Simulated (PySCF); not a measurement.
A GIAO shielding run with PySCF 2.14.0 with density-fitted response routines (density fitting, non-relativistic, gas phase) on SMILES [AlH4-], [AlH$_{4}$]-:

```
{"job": {"kind": "nmr", "xc": "PBE0", "basis": "6-311+G(2d,p)", "pop": true}, "charge": -1, "multiplicity": 1}
Al     0.003496     0.001299    -0.006877
H      0.623103     1.190723    -0.969276
H     -1.084497     0.656757     1.047481
H      1.226709    -0.715016     0.838982
H     -0.751561    -1.128063    -0.944690
```

Hardware: 1 thread of an Arm Neoverse V2, shared host. The job also computes population analyses, field gradients.

**Question.** How large is the calculation?

**Answer.** 18 electrons, 59 basis functions and 237 auxiliary functions.

**Question.** How long does it take?

**Answer.** 1.3 s of wall time, with 8 SCF cycles and 4 response iterations. Times on a shared host scatter by some tens of per cent.

**Question.** And these other runs on the same molecule and hardware: GIAO shielding at B97-2/pcSseg-2; GIAO shielding at BHandHLYP/pcSseg-2; GIAO shielding at CAM-B3LYP/pcSseg-2; GIAO shielding at LC-wPBE/pcSseg-2; GIAO shielding at PBE0/6-31G; GIAO shielding at PBE0/6-31G*?

**Answer.** B97-2/pcSseg-2: 99 functions, 1.7 s; BHandHLYP/pcSseg-2: 99 functions, 1.6 s; CAM-B3LYP/pcSseg-2: 99 functions, 2.2 s; LC-wPBE/pcSseg-2: 99 functions, 2.5 s; PBE0/6-31G: 21 functions, 0.6 s; PBE0/6-31G*: 26 functions, 0.7 s.
